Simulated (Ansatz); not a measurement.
**doublet [SF4]+ at 6 levels**

We compute a comparison of 6 runs (UHF/3-21G, UB3LYP/6-31G*, U-r2SCAN/6-311+G**, UHSE06/6-311+G**, RPA@PBE/6-311+G**, UCCSD/6-311+G**) of doublet [SF4]+. 

Program for the calculation: Ansatz 0.2.0.

37 further runs of the same task are left out: 37 set aside as unsound or not needed.

**1. The system as given**

[SF4]+: 5 atoms, total charge +1, spin state doublet. SMILES of the parent species: `FS(F)(F)F`. Geometry: relaxed at PBE0-D4/def2-TZVP. That shape belongs to the parent species and isn't relaxed for this state.

Bond lengths: F1–S2 1.553 Å, S2–F3 1.649 Å, S2–F4 1.649 Å, S2–F5 1.553 Å. Angles: F1–S2–F3 87.6°, F1–S2–F4 87.6°, F1–S2–F5 101.3°, F3–S2–F4 172.5°, F3–S2–F5 87.6°, F4–S2–F5 87.6°.

**2. A single-point energy at UHF/3-21G (run 1)**

in.yaml

```yaml
crystal:
  periodic: [false, false, false]
  atoms:
    - {symbol: F, position_ang: [-0.561200, -0.228000, 1.172800]}
    - {symbol: S, position_ang: [0.064000, -0.357400, -0.243000]}
    - {symbol: F, position_ang: [1.536700, -0.462000, 0.491400]}
    - {symbol: F, position_ang: [-1.440100, -0.077300, -0.858200]}
    - {symbol: F, position_ang: [0.400600, 1.124600, -0.563100]}
basis:
  gaussian:
    orbitals: 3-21G.json
total_charge: 1
magnetization:
  spin_polarized: true
  initial_magnetization: 1
hamiltonian:
  xc: hf
accuracy: high
output: {orbitals: {seedname: orbitals}}
```

The basis set 3-21G is read from a file made from the Basis Set Exchange's data (not shown).

Launch:

```sh
$ ansatz run in.yaml --threads 1 --pin off --max-ram 3480MiB --events-out events.jsonl --progress --plain --runs-dir runs
```

Log:

```text
Warning: RAYON_NUM_THREADS=1 ignored (pool sized by the plan → 1); use --threads N
Functional definition: HF
  name "HF"
  exchange = exact_x
  correlation = 0
1013 factors; integrals over basis functions are off by at most 6.1e-9 eV
mean field evaluation 1: about -21502.0483 eV, gradient 4.4e1 eV
mean field evaluation 2: about -21502.0567 eV, gradient 4.4e1 eV
mean field evaluation 4: about -21511.1447 eV, gradient 4.4e0 eV
mean field evaluation 8: about -21511.6690 eV, gradient 2.1e-1 eV
mean field evaluation 16: about -21506.4981 eV, gradient 1.9e1 eV
mean field evaluation 32: about -21507.7269 eV, gradient 1.3e0 eV
mean field -21511.67137949 eV, -790.5393420616 hartree, gradient 4.0e-8 eV, S^2 0.860174; 0 other end points of the search recorded, 0 dependent functions left out
reference -21511.67137949 eV, -790.5393420616 hartree; 26, 25 occupied and 23, 24 virtual orbitals, 1013 factors
Total energy: -21511.67137949 eV, -790.5393420616 hartree
```

It took 1.2 s on 1 thread of Arm Neoverse V1, shared host; peak memory 0.14 GiB.

**3. The energy at UB3LYP/6-31G(d) (Cartesian functions) (run 2)**

molecule.yaml

```yaml
basis:
  gaussian:
    orbitals: "6-31G*"
crystal:
  periodic: [false, false, false]
  atoms:
    - {symbol: F, position_ang: [-0.561200, -0.228000, 1.172800]}
    - {symbol: S, position_ang: [0.064000, -0.357400, -0.243000]}
    - {symbol: F, position_ang: [1.536700, -0.462000, 0.491400]}
    - {symbol: F, position_ang: [-1.440100, -0.077300, -0.858200]}
    - {symbol: F, position_ang: [0.400600, 1.124600, -0.563100]}
total_charge: 1
magnetization:
  spin_polarized: true
  initial_magnetization: 1
hamiltonian:
  xc: {name: B3LYP}
accuracy: high
output:
  orbitals: {seedname: orbitals}
```

Launch:

```sh
$ ansatz run molecule.yaml --threads 1 --pin off --max-ram 3480MiB --events-out events.jsonl --progress --plain --runs-dir runs
```

Log:

```text
Warning: RAYON_NUM_THREADS=1 ignored (pool sized by the plan → 1); use --threads N
Functional definition: B3LYP
  name "B3LYP"
  parameter a0 = 0.2
  parameter ax = 0.72
  parameter ac = 0.81
  exchange = (1 - a0 - ax)*slater_x + ax*b88_x + a0*exact_x
  correlation = (1 - ac)*vwn_rpa_c + ac*lyp_c
1649 factors; integrals over basis functions are off by at most 3.5e-9 eV
mean field evaluation 1: about -21675.1681 eV, gradient 6.2e1 eV
mean field evaluation 2: about -21637.1288 eV, gradient 1.3e2 eV
mean field evaluation 4: about -21687.1885 eV, gradient 1.1e1 eV
mean field evaluation 8: about -21687.6754 eV, gradient 5.1e-1 eV
mean field evaluation 16: about -21687.6770 eV, gradient 3.7e-4 eV
mean field -21687.67698334 eV, -797.0074287023 hartree, gradient 6.6e-8 eV, S^2 0.758089; 0 other end points of the search recorded, 0 dependent functions left out
reference -21687.67700774 eV, -797.0074295988 hartree; 26, 25 occupied and 53, 54 virtual orbitals, 1649 factors
Total energy: -21687.67700774 eV, -797.0074295988 hartree
```

Wall time 12 s (1 thread of Arm Neoverse V1, shared host); peak memory 0.35 GiB.

Run 3 isn't shown in full; the table further down has it.

**4. The energy at UHSE06/6-311+G(d,p) (run 4)**

run.yaml

```yaml
crystal:
  periodic: [false, false, false]
  atoms:
    - {symbol: F, position_ang: [-0.561200, -0.228000, 1.172800]}
    - {symbol: S, position_ang: [0.064000, -0.357400, -0.243000]}
    - {symbol: F, position_ang: [1.536700, -0.462000, 0.491400]}
    - {symbol: F, position_ang: [-1.440100, -0.077300, -0.858200]}
    - {symbol: F, position_ang: [0.400600, 1.124600, -0.563100]}
basis:
  gaussian: {orbitals: 6-311+G_st__st_-spherical.json}
total_charge: 1
magnetization: {spin_polarized: true, initial_magnetization: 1}
hamiltonian: {xc: {name: HSE06}}
accuracy: high
output: {orbitals: {seedname: orbitals}}
```

The basis set 6-311+G** is read from a file made from the Basis Set Exchange's data (not shown).

Launch:

```sh
$ ansatz run run.yaml --threads 1 --pin off --max-ram 3480MiB --events-out events.jsonl --progress --plain --runs-dir runs
```

Log:

```text
Warning: RAYON_NUM_THREADS=1 ignored (pool sized by the plan → 1); use --threads N
Functional definition: HSE06
  name "HSE06"
  parameter a = 0.25
  parameter omega = 0.11/bohr
  exchange = pbe_x - a*pbe_x_sr(omega) + a*exact_x_sr(omega)
  correlation = pbe_c
2190 factors; integrals over basis functions are off by at most 5.3e-9 eV
109 factors; integrals over basis functions are off by at most 2.0e-9 eV
mean field evaluation 1: about -21662.5437 eV, gradient 6.7e1 eV
mean field evaluation 2: about -21619.5489 eV, gradient 1.4e2 eV
mean field evaluation 4: about -21675.4716 eV, gradient 1.4e1 eV
mean field evaluation 8: about -21676.2794 eV, gradient 8.8e-1 eV
mean field evaluation 16: about -21676.2831 eV, gradient 1.5e-3 eV
mean field -21676.28311455 eV, -796.5887117473 hartree, gradient 6.1e-8 eV, S^2 0.761043; 0 other end points of the search recorded, 0 dependent functions left out
reference -21676.28312110 eV, -796.5887119881 hartree; 26, 25 occupied and 92, 93 virtual orbitals, 2190 factors
Total energy: -21676.28312110 eV, -796.5887119881 hartree
```

Wall time 18 s (1 thread of Arm Neoverse V1, shared host); peak memory 0.57 GiB.

Run 5 isn't shown in full; the table further down has it.

**5. The energy at UCCSD/6-311+G(d,p) (run 6)**

in.yaml, as its differences from that of step 2:

```diff
@@ -9,11 +9,7 @@
 basis:
-  gaussian:
-    orbitals: 3-21G.json
+  gaussian: {orbitals: 6-311+G_st__st_-spherical.json}
 total_charge: 1
-magnetization:
-  spin_polarized: true
-  initial_magnetization: 1
-hamiltonian:
-  xc: hf
+magnetization: {spin_polarized: true, initial_magnetization: 1}
+correlation: {method: ccsd, frozen_orbitals: {F: 1, S: 5}}
 accuracy: high
-output: {orbitals: {seedname: orbitals}}
+scf: {omitted_lower_state_checks: [cluster_reference, increment]}
```

The basis set 6-311+G** is read from a file made from the Basis Set Exchange's data (not shown).

Launch:

```sh
$ ansatz run in.yaml --threads 1 --pin off --max-ram 3480MiB --events-out events.jsonl --progress --plain --runs-dir runs
```

Log, cut to the lines that bear on the results:

```text
Warning: RAYON_NUM_THREADS=1 ignored (pool sized by the plan → 1); use --threads N
Functional definition: HF
  name "HF"
[...]
2190 factors; integrals over basis functions are off by at most 5.3e-9 eV
[...]
mean field -21627.76958099 eV, -794.8058722728 hartree, gradient 2.1e-8 eV, S^2 0.840637; 0 other end points of the search recorded, 0 dependent functions left out
9 core orbitals not correlated: weight in the atoms' cores, before any rotation towards them, 1.000 or more for the frozen orbitals, at most 0.000 for the correlated occupied ones
reference -21627.76958099 eV, -794.8058722728 hartree; 17, 16 occupied and 92, 93 virtual orbitals, 2190 factors
second order -26.22102870 eV of doubles, -0.00000000 eV of singles
cycle   1  -25.53721331 eV  change    6.8e-1 eV  update   1.4e-1
[...]
cycle  28  -26.60818194 eV  change   8.4e-10 eV  update   3.9e-9
Total energy: -21654.37776293 eV, -795.7837049234 hartree
Checks for a lower state left out: cluster_reference, increment
```

Run time: 4.9 min. Hardware: 1 thread of Arm Neoverse V1, shared host; peak memory 2.6 GiB.

**6. The series**

| run | level | Cartesian functions | frozen core orbitals | energy (Eh) | HOMO energy (eV) | LUMO energy (eV) | ⟨S²⟩ | wall time |
| --- | --- | --- | --- | --- | --- | --- | --- | --- |
| 1 | UHF/3-21G | no | – | -790.539342 | -23.87 | -9.92 | 0.860 | 1.2 s |
| 2 | UB3LYP/6-31G* (Cartesian functions) | yes | – | -797.007430 | -18.80 | -15.34 | 0.758 | 12 s |
| 3 | U-r2SCAN/6-311+G** | no | – | -796.957003 | -18.27 | -16.37 | 0.757 | 27 s |
| 4 | UHSE06/6-311+G** | no | – | -796.588712 | -19.26 | -15.94 | 0.761 | 18 s |
| 5 | RPA@PBE/6-311+G** | no | 9 | -796.172475 | – | – | 0.753 | 30 s |
| 6 | UCCSD/6-311+G** | no | 9 | -795.783705 | – | – | 0.841 | 4.9 min |

**7. What came out**

| quantity | value |
| --- | --- |
| run 6: total energy | -795.78370 Eh |
| run 6: correlation energy (9 core orbitals frozen) | -977.8 mEh |
| run 6: ⟨S²⟩ of the reference determinant | 0.841 |
| run 6: T1 diagnostic | 0.026 |

What this shows: Totals of different functionals can't be ranked against each other. Spin contamination of the reference: run 1 ⟨S²⟩ = 0.86. All runs together took 6.3 min, the longest 4.9 min.
